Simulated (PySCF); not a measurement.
C4H9O (doublet state).
Z-matrix (Å and degrees, GFN2-xTB geometry), rows numbered from 1:
```
C 
C   1  1.4857
C   2  1.4836  1  119.62
C   2  1.4868  1  119.63  3   165.56
O   4  1.4316  2  113.14  1   -91.46
H   1  1.0894  2  110.76  3    38.00
H   1  1.0984  2  111.92  3   -81.04
H   1  1.0897  2  111.01  3   159.14
H   3  1.0971  2  111.42  1    82.69
H   3  1.0893  2  111.00  1   -36.72
H   3  1.0887  2  110.81  1  -158.36
H   4  1.0938  2  111.13  1   152.13
H   4  1.1000  2  110.54  1    31.18
H   5  0.9632  4  108.22  2    56.42
```

The hyperfine couplings belong to this conformer and change with its torsions.

The species is `C[C](C)CO` [radical].

The calculation used UKS B3LYP, pcH-1 on C H O, non-relativistic, mean-field spin-orbit, GIAO (PySCF). One conformer (not necessarily the lowest) at the GFN2-xTB geometry, without solvent, vibrations or thermal averaging. GFN2-xTB frequencies show an imaginary mode (65i cm⁻¹), so this geometry is no minimum at that level. The geometry wasn't refined by DFT: couplings that depend on bond lengths, twists or pyramidal angles can differ widely from those at the functional's own minimum. No stability test was run, so a lower SCF solution isn't excluded.

The Mulliken spin populations are largest on C2 (+0.95), C1 (-0.08), C3 (-0.08) and H7 (+0.07). No atom but C2 exceeds +0.15. The angles at C2 add up to 358.4°, so it is nearly planar.

Problem. List the C–H protons on four-coordinate carbons next to a three-coordinate spin centre, with their couplings and θ (C–H bond against the normal to the plane of the centre's neighbours, projected along the bond that joins the two).

Solution. 
```tsv
β H	on	centre	θ (°)	cos²θ	a (G)
H6	C1	C2	59	0.26	+14.33
H7	C1	C2	2	1.00	+51.12
H8	C1	C2	62	0.22	+10.62
H9	C3	C2	0	1.00	+49.42
H10	C3	C2	61	0.24	+13.12
H11	C3	C2	61	0.23	+10.97
H12	C4	C2	55	0.33	+10.05
H13	C4	C2	66	0.16	+2.23
```

Fitting the Heller–McConnell form a = ρ(B0 + B2 cos²θ), with Mulliken ρ = 0.95, gives B0 = -2.7 G and B2 = 55.7 G, with a largest miss of 4.8 G. By this fit the coupling would be 50.2 G at θ = 0° and -2.5 G at 90°.

Problem. What would the freely rotating methyl group on C1 show?

Solution. Three equal couplings, a 1:3:3:1 quartet. The mean of the three values of this geometry estimates the splitting: 25.4 G, or 71.1 MHz (three bonds 120° apart have a mean cos²θ of 1/2 at any torsion).

Couplings in gauss use g_iso = 2.0025.

Cost: about 1.6 min of CPU time on one thread (with the writing of density and orbital grids); the machine was shared, so the figure is rough.
